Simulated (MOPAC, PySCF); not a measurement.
C$_{2}$H$_{6}$S, SMILES `S(C)C`, neutral singlet in the gas phase. 

Z-matrix (Å, degrees):
```
S
C 1 1.7954
H 2 1.0904 1 107.23
H 2 1.0919 3 108.73 1 -120.33
H 2 1.0919 3 108.73 4 -119.34
C 1 1.7954 2 99.40 3 -180.00
H 6 1.0904 1 107.23 2 180.00
H 6 1.0919 7 108.73 1 120.33
H 6 1.0919 7 108.73 8 119.34
```
Charge 0, multiplicity 1.

All levels are single points at this geometry (PBE0-D3(BJ)/def2-TZVP); Pople sets use spherical d functions. Orbital energies aren't observables, and empty levels follow the basis.

BP86/6-31G* in PySCF gives HOMO (eV) = -4.95.

Task: Estimate the HOMO (eV) from each of these levels: ωB97X-D3(BJ)/def2-TZVP in PySCF; B3LYP/6-311+G** in PySCF; HF/6-31G* in PySCF; HF/STO-3G in PySCF; PM6 in MOPAC.

Result: 
| level | HOMO (eV) |
|---|---|
| ωB97X-D3(BJ)/def2-TZVP in PySCF | -8.68 |
| B3LYP/6-311+G** in PySCF | -6.07 |
| HF/6-31G* in PySCF | -9.07 |
| HF/STO-3G in PySCF | -6.65 |
| PM6 in MOPAC | -8.47 |
